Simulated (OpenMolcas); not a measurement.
**AlH (SMILES [AlH]), step by step**

Aim: the energy (HF/6-311G), then a single-point energy (CASSCF(2,2)/6-311G), then the energy (CASPT2(2,2)/6-311G), then a single-point energy (SC-NEVPT2(2,2)/6-311G), then a single-point energy (MRCI(2,2)/6-311G) of AlH. 

Program for the calculation: OpenMolcas 26.06.

1 further run of the same task is left out (set aside as unsound or not needed).

## 1. Starting point

AlH: 2 atoms, total charge 0, spin state singlet. SMILES: `[AlH]`. Geometry: relaxed at PBE0-D4/def2-TZVP.

Bond lengths: Al1–H2 1.665 Å.

## 2. The energy at HF/6-311G (run 1)

File step1.inp:

```
>>> EXPORT MOLCAS_PRINT=2

&GATEWAY
 BasLib=$CurrDir
 Coord
 2
 bohr
 Al     0.00000000     0.00000000    -0.04845258
 H      0.00000000     0.00000000     3.09746899
 Basis=6-311G
 Group=NoSym

&SEWARD

&SCF
 PrOrbitals=1 1
```

The basis set 6-311G is read from a file made from the Basis Set Exchange's data (not shown).

Started as:

```console
$ export MOLCAS_MEM=1860
$ pymolcas step1.inp > step1.log
```

Output:

```text
--- Start Module: gateway ---
[...]
--- Stop Module: gateway /rc=_RC_ALL_IS_WELL_ ---
--- Start Module: seward ---
[...]
      Basis functions           24
--- Stop Module: seward /rc=_RC_ALL_IS_WELL_ ---
--- Start Module: scf ---
[...]
       Convergence after   8 Iterations
[...]
::    Total SCF energy                               -242.4442621575
[...]
      Total spin, S                                     0.0000000000
[...]
      Total electronic charge=   14.000000
      Total            charge=   -0.000000
[...]
      Dipole Moment (debye):
      Origin of the operator (angstrom)=    0.0000    0.0000    0.0343
                   X=  1.0848E-15               Y= -3.1304E-15               Z=  7.9986E-02           Total=  7.9986E-02
      Quadrupole Moment (debye*angstrom):
[...]
--- Stop Module: scf /rc=_RC_ALL_IS_WELL_ ---
[...]
```

Run time: 1.6 s. Hardware: 1 thread of Arm Neoverse V1, shared host; peak memory 0.37 GiB.

## 3. A single-point energy at CASSCF(2,2)/6-311G (run 2)

File step2.input:

```
>>> EXPORT MOLCAS_PRINT=2

&GATEWAY
  BASLIB=$CurrDir
  COORD
  2
  bohr
  Al     0.00000000     0.00000000    -0.04845258
  H      0.00000000     0.00000000     3.09746899
  BASIS=6-311G
  GROUP=NoSym

&SEWARD

&RASSCF
  FILEORB=$CurrDir/step1.ScfOrb
  SPIN=1
  NACTEL=2 0 0
  INACTIVE=6
  RAS2=2
  ORBLISTING=Nothing
```

The basis set 6-311G is read from a file made from the Basis Set Exchange's data (not shown).

Started as:

```console
$ export MOLCAS_MEM=1860
$ pymolcas step2.input > step2.log
```

Output:

```text
--- Start Module: gateway ---
[...]
--- Stop Module: gateway /rc=_RC_ALL_IS_WELL_ ---
--- Start Module: seward ---
[...]
      Basis functions           24
--- Stop Module: seward /rc=_RC_ALL_IS_WELL_ ---
--- Start Module: rasscf ---
[...]
      Number of active orbitals                  2
[...]
      Spin quantum number                      0.0
[...]
      Active orbitals                            2
[...]
      Number of CSFs                             3
[...]
      Number of root(s) required                 1
[...]
      Convergence after 13 iterations
[...]
      printout of CI-coefficients larger than  0.05 for root  1
      energy=    -242.456215
      conf/sym  11     Coeff  Weight
             1  20   0.98619 0.97257
             3  02  -0.16562 0.02743
      Natural orbitals and occupation numbers for root  1
      sym 1:   1.945138   0.054862
      ************************************************************************************************************************
      *                                                    Final results                                                     *
[...]
::    RASSCF root number  1 Total energy:   -242.45621451
[...]
      Total electronic charge=   14.000000
      Total            charge=   -0.000000
[...]
      Dipole Moment (debye):
      Origin of the operator (angstrom)=    0.0000    0.0000    0.0343
                   X= -3.7859E-13               Y=  4.0084E-13               Z= -2.2500E-01           Total=  2.2500E-01
      Quadrupole Moment (debye*angstrom):
[...]
--- Stop Module: rasscf /rc=_RC_ALL_IS_WELL_ ---
[...]
```

It took 1.8 s on 1 thread of Arm Neoverse V1, shared host; peak memory 0.37 GiB.

## 4. The energy at CASPT2(2,2)/6-311G (run 3)

File step3.input:

```
&gateway
baslib=$CurrDir
coord
2
bohr
Al     0.00000000     0.00000000    -0.04845258
H      0.00000000     0.00000000     3.09746899
basis=6-311G
group=NoSym
&seward
&rasscf
fileorb=$CurrDir/step2.RasOrb
spin=1
nactel=2 0 0
inactive=6
ras2=2
orblisting=Nothing
&caspt2
imaginary=0.1
frozen=5
```

The basis set 6-311G is read from a file made from the Basis Set Exchange's data (not shown).

Started as:

```console
$ export MOLCAS_MEM=1860
$ pymolcas step3.input > step3.log
```

Output:

```text
--- Start Module: gateway ---
[...]
--- Stop Module: gateway /rc=_RC_ALL_IS_WELL_ ---
[...]
      Basis functions           24
[...]
--- Start Module: rasscf ---
[...]
      Number of active orbitals                  2
[...]
      Spin quantum number                      0.0
[...]
      Active orbitals                            2
[...]
      Number of CSFs                             3
[...]
      Number of root(s) required                 1
[...]
      Convergence after  4 iterations
[...]
      printout of CI-coefficients larger than  0.05 for root  1
      energy=    -242.456215
      conf/sym  11     Coeff  Weight
             1  20   0.98619 0.97257
             3  02  -0.16562 0.02743
      Natural orbitals and occupation numbers for root  1
      sym 1:   1.945138   0.054862
      ************************************************************************************************************************
      *                                                    Final results                                                     *
[...]
::    RASSCF root number  1 Total energy:   -242.45621451
[...]
      Total electronic charge=   14.000000
      Total            charge=   -0.000000
[...]
      Dipole Moment (debye):
      Origin of the operator (angstrom)=    0.0000    0.0000    0.0343
                   X=  6.9115E-13               Y= -7.4646E-13               Z= -2.2497E-01           Total=  2.2497E-01
      Quadrupole Moment (debye*angstrom):
[...]
--- Stop Module: rasscf /rc=_RC_ALL_IS_WELL_ ---
--- Start Module: caspt2 ---
[...]
 ###    WARNING: User changed nr of frozen orbitals.                         ###
 ###############################################################################
[...]
      E2 (Variational):          -0.0234096523
      Total energy:            -242.4796241630
[...]
      Reference weight:           0.98451
[...]
::    CASPT2 Root  1     Total energy:   -242.47962416
[...]
--- Stop Module: caspt2 /rc=_RC_ALL_IS_WELL_ ---
[...]
```

Run time: 1.7 s. Hardware: 1 thread of Arm Neoverse V1, shared host; peak memory 0.37 GiB.

## 5. The energy at SC-NEVPT2(2,2)/6-311G (run 4)

File step4.inp:

```
* AlH NEVPT2
>>> EXPORT MOLCAS_PRINT=2
&GATEWAY
BasLib=$CurrDir
Coord
2
bohr
Al     0.00000000     0.00000000    -0.04845258
H      0.00000000     0.00000000     3.09746899
Basis=6-311G
Group=NoSym
&SEWARD
&RASSCF
FileOrb=$CurrDir/step2.RasOrb
Spin=1
Nactel=2 0 0
Inactive=6
Ras2=2
OrbListing=Nothing
&CASPT2
SC-NEVPT2
Frozen=5
```

The basis set 6-311G is read from a file made from the Basis Set Exchange's data (not shown).

Started as:

```console
$ export MOLCAS_MEM=1860
$ pymolcas step4.inp > step4.log
```

Output:

```text
--- Start Module: gateway ---
[...]
--- Stop Module: gateway /rc=_RC_ALL_IS_WELL_ ---
[...]
      Basis functions           24
[...]
--- Start Module: rasscf ---
[...]
      Number of active orbitals                  2
[...]
      Spin quantum number                      0.0
[...]
      Active orbitals                            2
[...]
      Number of CSFs                             3
[...]
      Number of root(s) required                 1
[...]
      Convergence after  4 iterations
[...]
      printout of CI-coefficients larger than  0.05 for root  1
      energy=    -242.456215
      conf/sym  11     Coeff  Weight
             1  20   0.98619 0.97257
             3  02  -0.16562 0.02743
      Natural orbitals and occupation numbers for root  1
      sym 1:   1.945138   0.054862
      ************************************************************************************************************************
      *                                                    Final results                                                     *
[...]
::    RASSCF root number  1 Total energy:   -242.45621451
[...]
      Total electronic charge=   14.000000
      Total            charge=   -0.000000
[...]
      Dipole Moment (debye):
      Origin of the operator (angstrom)=    0.0000    0.0000    0.0343
                   X=  6.9115E-13               Y= -7.4646E-13               Z= -2.2497E-01           Total=  2.2497E-01
      Quadrupole Moment (debye*angstrom):
[...]
--- Stop Module: rasscf /rc=_RC_ALL_IS_WELL_ ---
--- Start Module: caspt2 ---
[...]
 ###    WARNING: User changed nr of frozen orbitals.                         ###
 ###############################################################################
[...]
      E2 (Variational):          -0.0215826978
[...]
      E2 (Variational):          -0.0215822255
      Total energy:            -242.4777967362
[...]
      Reference weight:           0.98736
[...]
::    SC-NEVPT2 Root  1     Total energy:   -242.47779674
[...]
--- Stop Module: caspt2 /rc=_RC_ALL_IS_WELL_ ---
[...]
```

Wall time 1.7 s (1 thread of Arm Neoverse V1, shared host); peak memory 0.37 GiB.

## 6. A single-point energy at MRCI(2,2)/6-311G (run 5)

File step5.input:

```
&gateway
baslib=$CurrDir
coord
2
bohr
Al     0.00000000     0.00000000    -0.04845258
H      0.00000000     0.00000000     3.09746899
basis=6-311G
group=NoSym
&seward
&rasscf
fileorb=$CurrDir/step2.RasOrb
spin=1
nactel=2 0 0
inactive=6
ras2=2
orblisting=Nothing
&motra
lumorb
frozen=5
&guga
electrons=4
spin=1
inactive=1
active=2
ciall=1
&mrci
sdci
```

The basis set 6-311G is read from a file made from the Basis Set Exchange's data (not shown).

Started as:

```console
$ export MOLCAS_MEM=1860
$ pymolcas step5.input > step5.log
```

Output:

```text
--- Start Module: gateway ---
[...]
--- Stop Module: gateway /rc=_RC_ALL_IS_WELL_ ---
[...]
      Basis functions           24
[...]
      Number of active orbitals                  2
[...]
      Spin quantum number                      0.0
[...]
      Active orbitals                            2
[...]
      Number of CSFs                             3
[...]
      Number of root(s) required                 1
[...]
      Convergence after  4 iterations
[...]
      printout of CI-coefficients larger than  0.05 for root  1
      energy=    -242.456215
      conf/sym  11     Coeff  Weight
             1  20   0.98619 0.97257
             3  02  -0.16562 0.02743
      Natural orbitals and occupation numbers for root  1
      sym 1:   1.945138   0.054862
      ************************************************************************************************************************
      *                                                    Final results                                                     *
[...]
::    RASSCF root number  1 Total energy:   -242.45621451
[...]
      Dipole Moment (debye):
      Origin of the operator (angstrom)=    0.0000    0.0000    0.0343
                   X=  6.9115E-13               Y= -7.4646E-13               Z= -2.2497E-01           Total=  2.2497E-01
      Quadrupole Moment (debye*angstrom):
[...]
      *** WARNING: Default frozen orbitals is overwritten by user input.
      *** Default values:   2
[...]
--- Start Module: guga ---
[...]
--- Stop Module: guga /rc=_RC_ALL_IS_WELL_ ---
--- Start Module: mrci ---
[...]
       (But an ACPF correction will be computed)
       USE THE DEFAULT ACPF G-VALUE GFAC=  0.50000000000000000
[...]
                      CI ENERGY:  -242.49214059
[...]
                ACPF CORRECTION:    -0.00081789
[...]
      Total electronic charge=   14.000000
      Total            charge=   -0.000000
[...]
     ACPF CORRECTION:     -0.00081789
[...]
  CI State   1     Total energy:   -242.49214059     QDav:     -0.00167388     QACPF:     -0.00081789
[...]
--- Stop Module: mrci /rc=_RC_ALL_IS_WELL_ ---
[...]
```

Wall time 1.8 s (1 thread of Arm Neoverse V1, shared host); peak memory 0.37 GiB.

## 7. Summary of results

```
                                                    quantity          value
                              run 1, HF/6-311G: total energy  -242.44426 Eh
                             run 1, HF/6-311G: dipole moment         0.08 D
                               run 1, HF/6-311G: HOMO energy       -7.76 eV
                               run 1, HF/6-311G: LUMO energy        0.57 eV
                             run 1, HF/6-311G: HOMO–LUMO gap        8.33 eV
                     run 2, CASSCF(2,2)/6-311G: total energy  -242.45621 Eh
   run 2, CASSCF(2,2)/6-311G: dipole moment (CASSCF density)         0.23 D
                     run 3, CASPT2(2,2)/6-311G: total energy  -242.47962 Eh
   run 3, CASPT2(2,2)/6-311G: dipole moment (CASSCF density)         0.22 D
                  run 4, SC-NEVPT2(2,2)/6-311G: total energy  -242.47780 Eh
run 4, SC-NEVPT2(2,2)/6-311G: dipole moment (CASSCF density)         0.22 D
                       run 5, MRCI(2,2)/6-311G: total energy  -242.49214 Eh
     run 5, MRCI(2,2)/6-311G: dipole moment (CASSCF density)         0.22 D
```
